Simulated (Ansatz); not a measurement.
A nudged elastic band was laid between two geometries of C3H6O3 (12 atoms, charge 0, multiplicity 1).

Theory: RKS revPBE-D4/def2-SVP (Ansatz 0.2.0).

```yaml
movable_images: 7
climbing_image: yes
spring: 5.0 eV/Å²
optimiser: quadratic models (default)
start_path: IDPP
force_threshold: 0.03 eV/Å
iteration_limit: 60
end_points: relaxed
```

Image 0:

```xyz
12
Properties=species:S:1:pos:R:3
C -0.860 -1.057 -1.239
O -0.383 0.192 -0.749
C 0.448 0.062 0.392
O -0.188 -0.420 1.531
C 0.955 1.499 0.624
O 0.673 2.104 1.641
H -1.496 -0.841 -2.120
H -1.462 -1.592 -0.473
H -0.019 -1.720 -1.554
H 1.306 -0.622 0.157
H -0.448 0.382 2.039
H 1.550 1.959 -0.214
```

Image 8:

```xyz
12
Properties=species:S:1:pos:R:3
C -0.795 -1.006 -1.212
O -0.299 0.259 -0.808
C 0.357 0.245 0.439
O -0.476 -0.065 1.528
C 0.929 1.668 0.619
O 1.250 2.125 1.692
H -1.245 -0.882 -2.215
H -1.576 -1.386 -0.515
H 0.022 -1.766 -1.277
H 1.230 -0.467 0.401
H -0.362 -1.007 1.741
H 1.042 2.227 -0.359
```

(1) Which bonds break or form, and what moves?

(2) Give the energies along the band, and the barrier.

(3) What is the geometry of the highest image?

## Answers

(1) No bond is made or broken. The dihedral H10–C3–O4–H11 goes from 142 to -26°.

(2) The run converged. The highest image is number 7 of 0 to 8, 25.3 kJ/mol above the first end and 0.2 kJ/mol above the last; the last end lies 25.1 kJ/mol above the first. The top lies less than 8 meV above the higher end, about what the thresholds resolve: that end is a shoulder or a very shallow well. A vibrational analysis at the climbing image gives one clearly imaginary mode, 176i cm⁻¹: a first-order saddle point.

```csv
image,path coordinate (Å),energy (kJ/mol),dihedral H10–C3–O4–H11 (°)
0,0.00,0.0,142
1,0.33,0.8,134
2,0.66,3.7,117
3,0.99,8.9,94
4,1.31,15.1,71
5,1.64,20.5,47
6,1.97,24.2,23
7,2.31,25.3,-3
8,2.61,25.1,-26
```

(3) 
```xyz
12
Properties=species:S:1:pos:R:3
C -0.668 -1.186 -1.162
O -0.271 0.144 -0.865
C 0.300 0.297 0.406
O -0.614 0.028 1.449
C 0.780 1.764 0.479
O 1.069 2.308 1.521
H -1.106 -1.181 -2.178
H -1.427 -1.557 -0.439
H 0.206 -1.884 -1.149
H 1.208 -0.361 0.513
H -0.258 -0.695 1.991
H 0.858 2.268 -0.532
```

The run took 2.9 min on 2 threads of AMD EPYC 9R14 (Zen 4) (shared host), peak memory 0.17 GiB.
